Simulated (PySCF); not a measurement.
C₅H₆O (charge -1 and doublet state).
Z-matrix (Å and degrees, GFN2-xTB geometry), rows numbered from 1:
```
C 
C   1  1.3573
C   2  1.4665  1  124.70
C   3  1.5838  2  111.10  1    92.13
C   4  1.2984  3  124.96  2   127.24
O   5  1.2341  4  154.42  3    -4.95
H   1  1.0798  2  122.12  3  -172.33
H   1  1.0790  2  121.45  3     7.86
H   2  1.0856  1  118.46  3   170.64
H   3  1.0976  2  110.70  1   -26.89
H   3  1.0922  2  112.03  1  -148.75
H   4  1.0828  3  112.27  2   -55.61
```

The hyperfine couplings belong to this conformer and change with its torsions.

Identity: `C=CC/C=[C]\[O-]` [radical] (charge -1).

Computed, not measured: UKS B3LYP, pcH-1 on C H O, non-relativistic, mean-field spin-orbit, GIAO (PySCF). Whether the extra electron is bound in the gas phase wasn't checked; a finite basis holds it in any case. A GFN2-xTB geometry isn't a minimum of the functional, and hyperfine couplings can be far from their values at a DFT geometry, by a factor of two or more for some ions and for spin on atoms past the first row. The SCF solution wasn't tested for stability.

Problem. Predict the first-order ENDOR lines of C5, C4, C3, C1, H12, H8, H7, H10/H11 and H9 under fast tumbling at B = 1219.8 mT (Q band).

Solution. ν± = |νn ± a/2|, one line for each electron-spin manifold; νn = |g_N| × 7.62259 MHz/T × B.

```
 nuclei  isotope     g_N  νn (MHz)  a_iso (MHz)  lower line (MHz)  upper line (MHz)
     C5      13C  1.4048     13.06       126.60             50.24             76.36
     C4      13C  1.4048     13.06       109.52             41.70             67.82
     C3      13C  1.4048     13.06        90.91             32.39             58.51
     C1      13C  1.4048     13.06        11.45              7.34             18.79
    H12       1H  5.5857     51.94        48.88             27.50             76.38
     H8       1H  5.5857     51.94        -7.90             47.99             55.88
     H7       1H  5.5857     51.94        -7.87             48.00             55.87
H10/H11       1H  5.5857     51.94        -4.72             49.58             54.30
     H9       1H  5.5857     51.94        -2.70             50.59             53.28
```

The rows for 13C, of low natural abundance, apply to labelled samples.

Problem. Which pairs are centred on the nuclear Larmor frequency, and which on half the coupling?

Solution. Centred on νn, since |a| < 2νn: C1, H12, H8, H7, H10/H11 and H9. Centred on |a|/2 and split by 2νn: C5, C4 and C3.

Class means assume fast exchange of nuclei equivalent by connectivity; if that motion is slow, each nucleus keeps its own coupling. The 1H value of -4.7 MHz is a mean of couplings from -9.1 to -0.3 MHz in this one geometry, not an average over conformers.

The largest Mulliken spin populations are on C5 (+0.54), O6 (+0.23), C1 (+0.14) and C3 (+0.08).

On one thread, Arm Neoverse V1 (aarch64) (shared host), this took 31 s (grids of density and orbitals included) and 0.80 GiB of memory at its peak.
